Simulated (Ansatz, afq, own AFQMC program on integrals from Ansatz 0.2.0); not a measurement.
ZrCl, quartet → ZrCl⁺, quintet

```xyz
2

Zr    0.0000    0.0000    0.0000
Cl    0.0000    0.0000    2.3446
```

E(quintet, charge +1) − E(quartet, charge +0) at this geometry, on UHF and UHF determinants.

Basis def2-TZVP with its core potentials. Noble-gas cores (and the filled d shells of Ga–Kr and In–Xe) are frozen. Ansatz 0.2.0 and our own AFQMC program on the same integrals; the CISD trial comes from CCSD amplitudes, and released means the phaseless constraint is let go. Uncertainties: one standard error, sampling alone. No spin–orbit coupling. The metal's outer-core s and p shells are frozen, which shifts wave-function levels against functionals. The errors of all members are added in quadrature.

No full CI on the walks' own integrals is used here; CCSDT(Q) serves as the reference and is uncertain by about the last step of the cluster series. Each member takes its own surest rung, up to full CI.

Errors are counted within def2-TZVP, not against nature.

Cautions: no spin-orbit coupling; outer-core shells of the metal frozen; ZrCl (quartet): lower spins were not checked, higher spins were not checked, the released energies have errors that jump between times, so the bars are unsure, so no released level is given (meV from the phaseless value at times in 1/Eh: -5 ± 3 at 0.60, -10 ± 4 at 1.20, -9 ± 5 at 2.00, -11 ± 8 at 3.00, -30 ± 14 at 4.20), though the last usable value meets CCSDT(Q) within the noise, the ph-AFQMC/CISD walk drifts between its halves (2.8 errors); ZrCl⁺ (quintet): another spin lies lower, the released energies have errors that jump between times, so the bars are unsure, so no released level is given (meV from the phaseless value at times in 1/Eh: -11 ± 3 at 0.60, 17 ± 32 at 1.20, -19 ± 7 at 2.00, -30 ± 7 at 3.00, -20 ± 12 at 4.20), though the last usable value meets CCSDT(Q) within the noise, its ph-AFQMC/CISD value lies 35 ± 4 meV above CCSDT(Q); this isn't the first ionization; core correlation is missing, and it shifts such a gap most where an s electron is promoted.

```csv
level,vertical ionization energy (eV)
HF,9.738
MP2,10.958
```

Question: From these cheaper values, estimate the vertical ionization energy at the reference level in def2-TZVP.

Answer: 10.837 eV (CCSDT(Q) in def2-TZVP).

| level | vertical ionization energy (eV) | error against CCSDT(Q) (eV) |
| --- | --- | --- |
| CCSD | 10.757 | -0.080 |
| CCSD(T) | 10.848 | 0.011 |
| CCSDT | 10.833 | -0.004 |
| ph-AFQMC/HF | 10.939 ± 0.037 | 0.102 ± 0.037 |
| ph-AFQMC/CISD | 10.859 ± 0.005 | 0.022 ± 0.005 |

Correlation beyond CCSD(T) takes off 0.011 eV. The perturbative (T) step is worth +0.090 eV.
